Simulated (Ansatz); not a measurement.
Species: CH$_{3}$, SMILES `[CH3]` (charge 0, multiplicity 2).

Give a relaxed geometry from B3LYP-D3(BJ)/def2-TZVP in Ansatz (a program for electronic structure).

the end point of this relaxation (outside a Z-matrix the atoms follow the SMILES, hydrogens last).
Cartesian coordinates (Å) in one orientation:
```xyz
4

C      0.000     0.000     0.000
H      1.052    -0.241    -0.002
H     -0.735    -0.790     0.001
H     -0.317     1.031     0.001
```
